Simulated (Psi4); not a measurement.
# UB3LYP/6-31G(d) (Cartesian functions) run of O2 (oxygen)

Aim: the vertical electron affinity of O2 (oxygen) at UB3LYP/6-31G* (Cartesian functions), from 2 runs. 

The calculation is run with Psi4 1.11.

### 1 The system as given

O2 has 2 atoms, charge 0, and is taken as a triplet. SMILES: `O=O`. The shape is that of a PBE0-D4/def2-TZVP optimisation.

Bond lengths: O1–O2 1.193 Å.

### 2 A single-point energy at UB3LYP/6-31G(d) (Cartesian functions)

input.inp reads:

```
memory 2200 mb

molecule {
  0 3
  O      0.96290995    -0.31152135     0.49595862
  O     -0.96290995     0.31152135    -0.49595862
  units bohr
  symmetry c1
  no_reorient
  no_com
}

set basis 6-31G*
set reference uks
set puream false
set e_convergence 1e-09
set d_convergence 1e-08
set scf_type pk
set dft_radial_points 99
set dft_spherical_points 590
set maxiter 100

energy_value, wavefunction = energy('b3lyp', return_wfn=True)
oeprop(wavefunction, 'MAYER_INDICES', 'MULLIKEN_CHARGES', 'WIBERG_LOWDIN_INDICES', title='B3LYP')
```

Launch:

```sh
$ psi4 -n 1 input.inp input.out
```

input.out, cut to the lines that bear on the results:

```text
[...]
  Running in c1 symmetry.
[...]
  Nuclear repulsion =   28.392993031497380
[...]
  Multiplicity = 3
[...]
  Nalpha       = 9
  Nbeta        = 7
[...]
    Number of basis functions: 30
[...]
   @UKS iter   1:  -150.30308108651602   -3.20955e-01   6.56883e-03 ADIIS/DIIS
[...]
   @UKS iter   8:  -150.31930026409947   -3.12639e-13   2.30136e-09 DIIS
[...]
   @S^2 Observed:                2.006443254E+00
[...]
    Orbital Energies [Eh]
    ---------------------
    Alpha Occupied:
       1A    -19.309847     2A    -19.309646     3A     -1.319362
       4A     -0.831150     5A     -0.566735     6A     -0.566735
       7A     -0.550499     8A     -0.301036     9A     -0.301036
    Alpha Virtual:
      10A      0.225113    11A      0.669259    12A      0.710569
      13A      0.775398    14A      0.775398    15A      0.848597
      16A      0.896070    17A      0.896070    18A      1.283596
      19A      1.497359    20A      1.497359    21A      1.504911
      22A      1.504911    23A      1.902949    24A      1.902949
      25A      2.441725    26A      2.557738    27A      2.557738
[...]
  @UKS Final Energy:  -150.31930026409947
   => Energetics <=
    Nuclear Repulsion Energy =             28.3929930314973795
    One-Electron Energy =                -262.4723472420899952
    Two-Electron Energy =                  97.5335088582706646
    DFT Exchange-Correlation Energy =     -13.7734549117775398
    Empirical Dispersion Energy =           0.0000000000000000
    VV10 Nonlocal Energy =                  0.0000000000000000
    Total Energy =                       -150.3193002640994962
[...]
 Multipole Moments:
 ------------------------------------------------------------------------------------
     Multipole            Electronic (a.u.)      Nuclear  (a.u.)        Total (a.u.)
 ------------------------------------------------------------------------------------
 L = 1.  Multiply by 2.5417464519 to convert [e a0] to [Debye]
 Dipole X            :          0.0000000            0.0000000            0.0000000
 Dipole Y            :         -0.0000000            0.0000000           -0.0000000
 Dipole Z            :          0.0000000            0.0000000            0.0000000
 Magnitude           :                                                    0.0000000
[...]
  Mulliken Charges: (a.u.)
   Center  Symbol    Alpha    Beta     Spin     Total
       1     O     4.50000  3.50000  1.00000  0.00000
       2     O     4.50000  3.50000  1.00000 -0.00000
   Total alpha =  9.00000, Total beta =  7.00000, Total charge = -0.00000
  Mayer Bond Indices:
  Total Bond Index:
  Irrep: 1 Size: 2 x 2
                 1                   2
[...]
```

It took 9.7 s on 1 thread of Intel Xeon at 2.50GHz (Skylake/Cascade Lake), shared host; peak memory 0.29 GiB.

### 3 The doublet anion: energy and gradient at UB3LYP/6-31G(d) (Cartesian functions)

calc.dat reads:

```
memory 2200 MB

molecule {
  -1 2
  O      0.96290995    -0.31152135     0.49595862
  O     -0.96290995     0.31152135    -0.49595862
  units au
  symmetry c1
}

set reference uks
set puream false
set e_convergence 1e-09
set d_convergence 1e-08
set scf_type pk
set dft_radial_points 99
set dft_spherical_points 590
set maxiter 100

e, wfn = gradient('b3lyp/6-31G*', return_wfn=True)
oeprop(wfn, 'LOWDIN_CHARGES', 'MAYER_INDICES', 'DIPOLE')
```

Launch:

```sh
$ psi4 calc.dat calc.out -n 1
```

calc.out, cut to the lines that bear on the results:

```text
[...]
  Running in c1 symmetry.
[...]
  Nuclear repulsion =   28.392993031497380
[...]
  Multiplicity = 2
[...]
  Nalpha       = 9
  Nbeta        = 8
[...]
    Number of basis functions: 30
[...]
   @UKS iter   1:  -150.15597968079805   -1.73853e-01   1.78773e-02 DIIS/ADIIS
[...]
   @UKS iter   8:  -150.27044632179391   -1.31308e-11   9.23089e-09 DIIS
[...]
   @S^2 Observed:                7.524309170E-01
[...]
  @UKS Final Energy:  -150.27044632179391
   => Energetics <=
    Nuclear Repulsion Energy =             28.3929930314973795
    One-Electron Energy =                -269.6101838313365420
    Two-Electron Energy =                 105.0849781140455121
    DFT Exchange-Correlation Energy =     -14.1382336360002405
    Empirical Dispersion Energy =           0.0000000000000000
    VV10 Nonlocal Energy =                  0.0000000000000000
    Total Energy =                       -150.2704463217939121
[...]
  -Total Gradient:
     Atom            X                  Y                   Z
    ------   -----------------  -----------------  -----------------
       1       -0.230105749795     0.000000000000     0.000000000000
       2        0.230105749795    -0.000000000000    -0.000000000000
[...]
 Multipole Moments:
 ------------------------------------------------------------------------------------
     Multipole            Electronic (a.u.)      Nuclear  (a.u.)        Total (a.u.)
 ------------------------------------------------------------------------------------
 L = 1.  Multiply by 2.5417464519 to convert [e a0] to [Debye]
 Dipole X            :          0.0000000            0.0000000            0.0000000
 Dipole Y            :         -0.0000000            0.0000000           -0.0000000
 Dipole Z            :         -0.0000000            0.0000000           -0.0000000
 Magnitude           :                                                    0.0000000
[...]
```

Wall time 11 s (1 thread of Intel Xeon at 2.50GHz (Skylake/Cascade Lake), shared host); peak memory 0.3 GiB.

### 4 What came out

At UB3LYP/6-31G* (Cartesian functions):

| quantity | value |
| --- | --- |
| triplet O2: total energy | -150.31930 Eh |
| triplet O2: dipole moment | 0.00 D |
| triplet O2: HOMO energy (highest over α and β) | -8.19 eV |
| triplet O2: LUMO energy (lowest over α and β) | -2.86 eV |
| triplet O2: ⟨S²⟩ | 2.006 |
| doublet anion: total energy | -150.27045 Eh |
| doublet anion: HOMO energy (highest over α and β) | 5.52 eV |
| doublet anion: LUMO energy (lowest over α and β) | 8.51 eV |
| doublet anion: ⟨S²⟩ | 0.752 |
| doublet anion: largest force on an atom | 11.833 eV/Å |
| vertical electron affinity (to the doublet anion) | -1.329 eV |

In words: The anion lies 1.33 eV (31 kcal/mol) above the neutral: the electron isn't bound at this level, and such a value depends on the basis. Without diffuse functions anions come out too high. The HOMO (doublet anion) lies at positive energy, 5.52 eV; only total energies tell whether the electron is bound.
